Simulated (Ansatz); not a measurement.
## Ansatz (development build ahead of 0.2.0) run

```yaml
crystal:
  periodic: [false, false, false]
  atoms:
    - { symbol: Si, position_ang: [0.0, 0.0, -1.03929] }
    - { symbol: P, position_ang: [0.0, 0.0, 1.03929] }
basis:
  gaussian: { orbitals: def2-SVP }
magnetization:
  spin_polarized: true
  initial_magnetization: 1
hamiltonian:
  xc: hf
correlation:
  method: mp2
  frozen_orbitals: { P: 5, Si: 5 }
```

The input is written out in the form of the current development build from the run's settings.

Output:

```
Converged                       : yes
Reference energy                : -629.40082 hartree
Correlation energy              : -0.14753 hartree
Total energy                    : -629.54834 hartree
Spin squared of the determinant : 1.135
Stability test                  : minimum
```

Messages of the program:
```
mean field -17126.86868152 eV, -629.4008150372 hartree, gradient 1.4e-7 eV, S^2 1.135335; 23 other ends of a descent, 0 dependent functions left out
```

Caution: the unrestricted determinant is spin contaminated; a plain start can end on a higher determinant.
